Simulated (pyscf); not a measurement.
## Routes from trichlorosilane (Cl–SiH(Cl)–Cl) + ammonia (NH₃)

Candidate steps break at most two bonds and form at most two. Each was searched with GFN2-xTB (tblite) first. Structures and frequencies: ωB97X-D3(BJ)/def2-SVP in PySCF. Energies: ωB97M-D3(BJ)/def2-TZVP, kcal/mol, from the separated reactants, singlet surface; ΔG‡ with ideal gas, 1 atm, RRHO with modes under 100 cm⁻¹ raised to 100, one conformer, R ln 2 for chiral ones without a mode under 150 cm⁻¹.

```csv
products,type,ΔE‡,ΔE,ΔG‡ 298 K,ΔG‡ 900 K,ν‡ (cm⁻¹)
HCl + H₂N–SiH(Cl)–Cl,four-centre exchange,13.2,+6.7,22.3,42.9,332i
H₂N–Si(Cl)(Cl)–Cl + H₂,four-centre exchange,37.9,-11.6,45.6,65.1,1533i
```

Row 1: On the reactant side the descent ends in an adduct with a N–Si contact (not fully relaxed), 5.9 kcal/mol under the separated species and 19.5 kcal/mol under the saddle at ωB97X-D3(BJ)/def2-TZVP. On the product side the descent ends in a complex, 5.4 kcal/mol under the separated species and 10.6 kcal/mol under the saddle at ωB97X-D3(BJ)/def2-TZVP. Row 2: On the reactant side the descent ends in an adduct with a N–Si contact (not fully relaxed), 5.7 kcal/mol under the separated species and 43.2 kcal/mol under the saddle at ωB97X-D3(BJ)/def2-TZVP. 

Plain bond fissions and candidates not yet searched are not listed, and one of them may be faster. Each barrier is that of the saddle found; lower ones may exist.
